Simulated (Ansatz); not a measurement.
## Structure relaxation of Be

Computed with DFT PBEsol, scalar-relativistic, plane waves, PAW (Ansatz 0.2.0). Cutoff 420 eV, Γ-centred k mesh, Gaussian smearing, no spin polarisation in the final step.

The start puts Be on the alpha-gallium structure type (Cmce, No. 64), at a guessed volume.

```
CELL_PARAMETERS angstrom
1.70175 -2.88415 0.00000
1.70175 2.88415 0.00000
0.00000 0.00000 3.40803
ATOMIC_POSITIONS crystal
Be 0.15250 0.84750 0.07850
Be 0.65250 0.34750 0.42150
Be 0.84750 0.15250 0.92150
Be 0.34750 0.65250 0.57850
```

Cell and atoms relax at zero pressure; the relaxation can't lower the symmetry of the start. After a coarse first stage the cell is made exact in the group found at 0.06 Å.

Energies count from the standard state of Be at the same level.

**Question.** Which crystal results?

**Answer.** It ends in Fmmm (No. 69). Conventional cell: a = 2.270 Å, b = 3.619 Å, c = 8.556 Å. Around Be lie 8 Be at 2.14–2.27 Å, 1 Be at 2.43 Å and 2 Be at 2.59 Å.

Space group Fmmm (No. 69). a = 2.270 Å, b = 3.619 Å, c = 8.556 Å, α = 90.00°, β = 90.00°, γ = 90.00°
| atom | site | symmetry | x | y | z |
| --- | --- | --- | --- | --- | --- |
| Be | 8i | mm2 | 0.5000 | 0.0000 | 0.3581 |

**Question.** What are its volume, energy, density and gap?

**Answer.** The volume per atom is 8.79 Å³, the density is 1.70 g/cm³ and the energy over the standard structure is 0.34 eV/atom. The gap on the 28×28×28 mesh is 0 eV (a metal).

The final run used a 28×28×28 mesh on its 2-atom cell and 0.10 eV smearing. The k mesh leaves about 4 meV/atom of noise in metals. Symmetry constrained the relaxation, so the result can be a saddle point. The steps took of the order of 2.6 core-minutes in all.

This form isn't the element's structure at ambient conditions.